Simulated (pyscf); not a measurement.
**Concerted two-bond exchange: O=Si(OH)–OH + hydrogen (H₂) -> O=Si(OH)–OH + hydrogen (H₂)**

Gas phase, singlet surface, charge 0. Bonds broken: O3–H5, H7–H8. Bonds formed: O1–H7, H5–H8. Structures and frequencies: ωB97X-D3(BJ)/def2-SVP in PySCF.

Transition state (Å):

```xyz
8

O      0.4517     0.6387     0.4169
Si    -0.9866     0.4726    -0.2029
O     -1.1674    -0.7994    -1.1223
O     -2.1677     1.5318     0.0927
H     -0.0631    -1.2073    -1.0053
H     -3.0356     1.3936    -0.3070
H      0.9191    -0.3379    -0.0735
H      1.0040    -1.2736    -0.6718
```

One imaginary mode, 1927i cm⁻¹; descent along it reached the two sides named.

| bond | change | reactant side (Å) | saddle | product side |
|---|---|---|---|---|
| O3–H5 | breaks | 0.966 | 1.183 | 2.413 |
| H7–H8 | breaks | 0.764 | 1.114 | 2.547 |
| O1–H7 | forms | 2.406 | 1.189 | 0.966 |
| H5–H8 | forms | 2.528 | 1.120 | 0.764 |

Electronic energies relative to the separated reactants (kcal/mol):

| level | barrier | reaction energy | reverse barrier |
|---|---|---|---|
| ωB97X-D3(BJ)/def2-TZVP | 34.4 | 0.0 | 34.4 |
| PBE/def2-TZVP | 26.9 | 0.0 | 26.9 |
| r²SCAN/def2-TZVP | 29.3 | 0.0 | 29.3 |
| B3LYP-D3(BJ)/def2-TZVP | 32.5 | 0.0 | 32.5 |
| PBE0-D3(BJ)/def2-TZVP | 29.6 | 0.0 | 29.6 |
| M06-2X/def2-TZVP | 35.5 | 0.0 | 35.5 |
| ωB97M-D3(BJ)/def2-TZVP | 33.8 | 0.0 | 33.8 |
| HF/def2-TZVP | 50.9 | 0.0 | 50.9 |

With ωB97M-D3(BJ)/def2-TZVP energies and thermal terms (ideal gas, 1 atm, RRHO with modes under 100 cm⁻¹ raised to 100, one conformer, R ln 2 for chiral ones without a mode under 150 cm⁻¹), in kcal/mol:

| T (K) | ΔH‡ | ΔG‡ | ΔH | ΔG |
|---|---|---|---|---|
| 298 | 32.5 | 41.0 | 0.0 | 0.0 |
| 600 | 31.2 | 50.2 | 0.0 | 0.0 |
| 900 | 31.0 | 59.8 | 0.0 | 0.0 |
| 1200 | 31.4 | 69.3 | 0.0 | 0.0 |

The same reactants have a lower exit, to HO–SiH(OH)–OH (barrier +15.0 kcal/mol at ωB97M-D3(BJ)/def2-TZVP, against +33.8 kcal/mol here). One saddle was located; it need not be the lowest between these sides.
